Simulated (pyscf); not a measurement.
Thermochemistry of product channels of H₂N–SiH₂–Cl (SMILES N[SiH2]Cl) + H₂O (SMILES O) on the singlet surface, in kcal/mol, from ωB97M-D3(BJ)/def2-TZVP energies (ideal gas, 1 atm, RRHO with modes under 100 cm⁻¹ raised to 100, one conformer, R ln 2 for chiral ones without a mode under 150 cm⁻¹). PySCF, gas phase, ωB97X-D3(BJ)/def2-SVP geometries.

```
products                                                     ΔE  ΔH(298 K)  ΔG(298 K)  ΔG(600 K)
--------------------------------------------------------  -----  ---------  ---------  ---------
H₂N–SiH₂–OH (SMILES N[SiH2]O) + HCl (SMILES Cl)            +0.8       -0.8       -0.7       -0.7
H₂N–SiH(OH)–Cl (SMILES N[SiH](O)Cl) + H₂ (SMILES [H][H])  -22.5      -25.4      -23.7      -22.5
```

These are energies of the channels, which say nothing of barriers.
